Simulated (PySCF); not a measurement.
TDDFT excited states: C4H12N2

C4H12N2.
Structure used (PBE0-D3(BJ)/def2-SVP), in Å, numbered top down from 1:
```xyz
18
C4H12N2 angstrom
C     -2.6108    0.7247    0.0605
N     -1.3131    0.3458   -0.4357
C     -0.8352   -0.9199    0.0661
C      0.5320   -1.3164   -0.4890
N      1.6742   -0.5167   -0.1217
C      1.7912    0.7867   -0.7360
H     -3.4078   -0.0332   -0.1102
H     -2.5603    0.8973    1.1484
H     -2.9349    1.6683   -0.4034
H     -1.3131    0.3344   -1.4532
H     -1.5477   -1.7579   -0.1293
H     -0.7628   -0.8479    1.1678
H      0.7195   -2.3599   -0.1787
H      0.4775   -1.3452   -1.5937
H      1.7414   -0.4426    0.8900
H      2.7395    1.2538   -0.4259
H      1.8416    0.6682   -1.8321
H      0.9606    1.4829   -0.5164
```

Computed with TDDFT B3LYP/def2-SVPD, vertical, gas phase, core orbitals frozen in the response (PySCF).

Question: Predict the UV-vis stick spectrum at this level.

Answer: 

| state | E (eV) | E (kJ/mol) | λ (nm) | f | \|μ\| (D) | main configurations (H = HOMO, L = LUMO) |
| --- | --- | --- | --- | --- | --- | --- |
| S1 | 5.28 | 509 | 235.0 | 0.012 | 0.77 | H→L (92%) |
| S2 | 5.66 | 546 | 219.2 | 0.0012 | 0.23 | H→L+1 (72%), H-1→L (19%) |
| S3 | 5.85 | 565 | 211.9 | 0.0086 | 0.62 | H→L+2 (68%), H-1→L (29%) |
| S4 | 6.02 | 581 | 205.8 | 0.0054 | 0.49 | H-1→L (44%), H→L+2 (26%), H→L+1 (20%) |
| S5 | 6.11 | 590 | 202.9 | 0.036 | 1.24 | H→L+3 (89%) |
| S6 | 6.40 | 617 | 193.8 | 0.019 | 0.88 | H-1→L+1 (70%), H-1→L+2 (21%) |
| S7 | 6.55 | 632 | 189.2 | 0.015 | 0.79 | H-1→L+2 (68%), H-1→L+1 (23%) |
| S8 | 6.85 | 661 | 181.0 | 0.016 | 0.79 | H-1→L+3 (72%), H→L+4 (16%) |
| S9 | 6.89 | 665 | 180.0 | 0.028 | 1.04 | H→L+4 (70%), H-1→L+3 (20%) |
| S10 | 7.06 | 681 | 175.7 | 0.011 | 0.64 | H→L+5 (83%) |

Triplets, Tamm–Dancoff:

```json
{"state": "T1", "E (eV)": "5.14", "λ (nm)": "241.0", "main configurations (H = HOMO, L = LUMO)": "H→L (87%)"}
{"state": "T2", "E (eV)": "5.48", "λ (nm)": "226.3", "main configurations (H = HOMO, L = LUMO)": "H→L+1 (59%), H-1→L (27%)"}
{"state": "T3", "E (eV)": "5.78", "λ (nm)": "214.4", "main configurations (H = HOMO, L = LUMO)": "H→L+2 (61%), H-1→L (30%)"}
{"state": "T4", "E (eV)": "5.95", "λ (nm)": "208.4", "main configurations (H = HOMO, L = LUMO)": "H→L+2 (31%), H-1→L (31%), H→L+1 (19%)"}
```

The lowest singlet comes at 235 nm (509 kJ/mol) in the ultraviolet; it is weak; its leading configuration is HOMO→LUMO (92%). The most intense listed level is S5 at 6.11 eV (203 nm, f = 0.036), 0.83 eV above S1. Löwdin shares by element: HOMO nitrogen 56%, carbon 17% or more (atoms not listed hold the other 26%); LUMO carbon 38% or more, hydrogen 9% or more (atoms not listed hold the other 53%). Of the 10 states listed, 7 reach f = 0.01 and none stays under 0.0005. Weighted by f, the mean energy of these states is 6.39 eV. The listed states span 1.78 eV, and the widest gap between neighbours is 0.38 eV (S1 to S2). All these states lie below the vertical ionisation energy of 7.83 eV (ΔSCF). The window holds the lowest 10 singlets.

One conformer stands for the species.
